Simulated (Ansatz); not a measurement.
# Pulling the pair apart

The pair of HF (SMILES F, atoms 1–2) and SiH$_{3}$F (SMILES [SiH3]F, atoms 3–7), both closed shells, in one local arrangement (a lower one may exist), relaxed at PBE0-D4/def2-TZVP:

| atom | x (Å) | y (Å) | z (Å) |
| --- | --- | --- | --- |
| F1 | 0.7463 | 0.1672 | -2.6971 |
| H2 | 0.8221 | -0.2218 | -1.8586 |
| Si3 | -0.3512 | 0.0378 | 0.9501 |
| F4 | 0.6388 | -0.6519 | -0.1297 |
| H5 | -1.7339 | -0.1294 | 0.4538 |
| H6 | 0.0240 | 1.4647 | 1.0474 |
| H7 | -0.1460 | -0.6667 | 2.2342 |

SiH$_{3}$F is shifted rigidly along the line between the mean atom positions of the two fragments (negative: closer). Counterpoise interaction energies in kJ/mol. Program: Ansatz 0.2.0. Basis: def2-TZVPPD. Cores are frozen in the correlated methods. B3LYP uses VWN-RPA correlation.

```tsv
shift (Å)	wB97M-V	B3LYP-D4	r2SCAN-D4
-0.18	-16.5	-17.9	-18.3
-0.09	-18.6	-19.8	-20.0
0.00	-19.3	-20.4	-20.5
0.09	-19.2	-20.1	-20.2
0.21	-18.1	-18.9	-18.9
0.45	-15.1	-15.7	-15.6
0.90	-9.8	-9.9	-9.9
1.79	-4.3	-4.2	-4.2
```

What does CCSD(T) give at these shifts? (To be estimated.)

Computed: -14.6, -17.0, -18.0, -18.1, -17.4, -14.8, -9.8, -4.4 kJ/mol. For zero shift, CCSD(T) at an estimated basis limit (MP2 extrapolated from triple and quadruple zeta, plus CCSD(T) − MP2 in triple zeta) gives -19.7 kJ/mol. These are counterpoise interaction energies, counted from the two frozen fragments.

T1 diagnostic: at most 0.011.

For scale, one of the runs: CCSD(T)/def2-TZVPPD, 196 basis functions, launched by `ansatz run in.yaml --threads 2 --pin off --events-out ev --progress --plain --max-ram 5222MiB`. Hardware: 2 CPU threads of an AMD EPYC 9R45, shared host. Wall time 22 s; peak host memory 2.3 GiB.
